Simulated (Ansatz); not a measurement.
# Scandium, hcp under r²SCAN: testing the k-point mesh

A convergence test of the k-point mesh. The geometry was relaxed under r²SCAN beforehand and stays fixed; 8 values are run, from 2×2×1 to 16×16×9. Wanted are the values from which on the energy stays within 10 and 1 meV/atom, and the pressure within 0.5 GPa, of the last run. Within the series other settings stay, but some runs also write fields, which adds to their time. Spin polarisation is left out.

Computed with Ansatz 0.2.0 (DFT r²SCAN, plane waves with PAW, scalar-relativistic, unless a step says otherwise).

### Step 1. The starting structure

It takes space group P6_3/mmc (No. 194, hexagonal). Conventional cell: a = 3.328 Å, b = 3.328 Å, c = 5.212 Å, α = 90.00°, β = 90.00°, γ = 120.00°. Sc (site symmetry -6m2) is surrounded by 12 Sc at 3.24 to 3.33 Å.

Structure file:

```xyz
2
Lattice="3.3281 0.0000 0.0000 -1.6640 2.8822 0.0000 0.0000 0.0000 5.2121" Properties=species:S:1:pos:R:3 pbc="T T T"
Sc    0.0000    1.9215    1.3030
Sc    1.6640    0.9607    3.9091
```

### Step 2. k-mesh 2×2×1

The run at 2×2×1.

The input, input.yaml:

```yaml
crystal:
  lattice:
    - [3.3280716152, 0.0, 0.0]
    - [-1.6640358076, 2.8821945644, 0.0]
    - [0.0, 0.0, 5.2121495536]
  atoms:
    - { symbol: Sc, position: [0.3333333333, 0.6666666667, 0.25] }
    - { symbol: Sc, position: [0.6666666667, 0.3333333333, 0.75] }
hamiltonian:
  xc: r2scan
  pseudopotentials:
    kind: paw
    azcp:
      Sc: "pseudopotentials/Sc.paw.azcp"
basis:
  ecutwfc: 500
  fft_grid_basis: typed
kpoints:
  mp_grid: { grid: [2, 2, 1], shift: [0, 0, 0] }
magnetization:
  spin_polarized: false
scf:
  occupations: { method: fermi_dirac, width: 0.1 }
  lower_state_search: "off"
output:
  stress: true
  write_density: true
  write_potential: true
  elf: true
  volumetric_format: npy
```

Command:

```console
> ansatz run input.yaml --threads 2 --pin off --max-ram 5120MiB --backend cpu --events-out ev --progress --plain --runs-dir out
```

### Step 3. k-mesh 3×3×2

The run at 3×3×2.

input.yaml: that of step 2 with these lines changed.

```diff
@@ -18,3 +18,3 @@
 kpoints:
-  mp_grid: { grid: [2, 2, 1], shift: [0, 0, 0] }
+  mp_grid: { grid: [3, 3, 2], shift: [0, 0, 0] }
 magnetization:
```

### Step 4. k-mesh 4×4×2

The run at 4×4×2.

input.yaml: that of step 3 with these lines changed.

```diff
@@ -18,3 +18,3 @@
 kpoints:
-  mp_grid: { grid: [3, 3, 2], shift: [0, 0, 0] }
+  mp_grid: { grid: [4, 4, 2], shift: [0, 0, 0] }
 magnetization:
```

### Step 5. k-mesh 5×5×3

The run at 5×5×3.

input.yaml: that of step 4 with these lines changed.

```diff
@@ -18,3 +18,3 @@
 kpoints:
-  mp_grid: { grid: [4, 4, 2], shift: [0, 0, 0] }
+  mp_grid: { grid: [5, 5, 3], shift: [0, 0, 0] }
 magnetization:
@@ -26,5 +26 @@
   stress: true
-  write_density: true
-  write_potential: true
-  elf: true
-  volumetric_format: npy
```

### Step 6. k-mesh 7×7×4

The run at 7×7×4.

input.yaml: that of step 5 with these lines changed.

```diff
@@ -18,3 +18,3 @@
 kpoints:
-  mp_grid: { grid: [5, 5, 3], shift: [0, 0, 0] }
+  mp_grid: { grid: [7, 7, 4], shift: [0, 0, 0] }
 magnetization:
@@ -26 +26,5 @@
   stress: true
+  write_density: true
+  write_potential: true
+  elf: true
+  volumetric_format: npy
```

### Step 7. k-mesh 9×9×5

The run at 9×9×5.

input.yaml: that of step 6 with these lines changed.

```diff
@@ -18,3 +18,3 @@
 kpoints:
-  mp_grid: { grid: [7, 7, 4], shift: [0, 0, 0] }
+  mp_grid: { grid: [9, 9, 5], shift: [0, 0, 0] }
 magnetization:
@@ -26,5 +26 @@
   stress: true
-  write_density: true
-  write_potential: true
-  elf: true
-  volumetric_format: npy
```

### Step 8. k-mesh 12×12×7

The run at 12×12×7.

input.yaml: that of step 7 with these lines changed.

```diff
@@ -18,3 +18,3 @@
 kpoints:
-  mp_grid: { grid: [9, 9, 5], shift: [0, 0, 0] }
+  mp_grid: { grid: [12, 12, 7], shift: [0, 0, 0] }
 magnetization:
```

### Step 9. k-mesh 16×16×9

The run at 16×16×9.

input.yaml: that of step 8 with these lines changed.

```diff
@@ -18,3 +18,3 @@
 kpoints:
-  mp_grid: { grid: [12, 12, 7], shift: [0, 0, 0] }
+  mp_grid: { grid: [16, 16, 9], shift: [0, 0, 0] }
 magnetization:
@@ -26 +26,5 @@
   stress: true
+  write_density: true
+  write_potential: true
+  elf: true
+  volumetric_format: npy
```

(Steps that only read results are left out.)

Before running it: what results should come out? Wanted: pressure at 16×16×9.

**Answer**, as computed:

| quantity | value |
| --- | --- |
| E(σ → 0) stays within 10 meV/atom of 16×16×9 | from 7×7×4 on |
| E(σ → 0) stays within 1 meV/atom | from 9×9×5 on |
| pressure stays within 0.5 GPa | from 3×3×2 on |
| pressure at 16×16×9 | -0.01 GPa |
| CPU time, dearest over cheapest | 10 |
| energy of a separate run on a finer mesh (18×18×10) | 0.0 meV/atom from 16×16×9 |

**Reading.** At 2×2×1 the energy differs by -321.2 meV/atom and the pressure by -7.0 GPa. Convergence in k is not monotonic; the energy swings about its limit. From 9×9×5 on, the energy holds to 1 meV/atom. A Fermi surface needs many points. A run on a finer mesh agrees with the yardstick to 1 meV/atom.
